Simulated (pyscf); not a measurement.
This saddle point was located with ωB97X-D3(BJ)/def2-SVP in PySCF.

```
Si
N 1 1.7027
H 2 1.0115 1 122.13
H 2 1.0121 3 115.07 1 179.37
H 1 1.4868 2 126.08 3 110.45
H 1 1.5084 5 102.91 2 112.51
O 1 1.8628 5 109.03 6 98.99
H 7 0.9660 1 117.40 5 -42.82
H 7 1.1210 8 117.58 1 -94.85
F 9 1.2426 7 134.94 8 123.89
```

Surface: singlet, charge 0. Lowest wavenumbers (cm⁻¹): 592i, 181, 287, 320, 414.

Task: Which two sides does it connect, and which bonds change?

Result: H₂N–SiH₂–F (SMILES N[SiH2]F) + H₂O (SMILES O) ⇌ H₂N–SiH₂–OH (SMILES N[SiH2]O) + HF (SMILES F), a four-centre exchange read from left to right: F–Si, H–O broken and O–Si, F–H formed. At CCSD(T)/def2-TZVPP + ΔMP2(QZVPP) it lies +26.0 kcal/mol from the left side and +14.5 kcal/mol from the right (each side as separated species at their lowest minima found). On the product side the descent ends in a bound adduct, 9.3 kcal/mol under the separated species and 20.9 kcal/mol under the saddle at ωB97X-D3(BJ)/def2-TZVP. At ωB97X-D3(BJ) the barrier from the zero used here is 23.2 kcal/mol. The same reactants have a lower exit, to HO–SiH₂–F + NH₃ (barrier +13.9 kcal/mol at ωB97M-D3(BJ), against +23.0 kcal/mol here). This is the saddle that the search found; another between the same sides may lie lower. The CCSD(T) − MP2 part came from Ansatz, without density fitting, on the same reference.
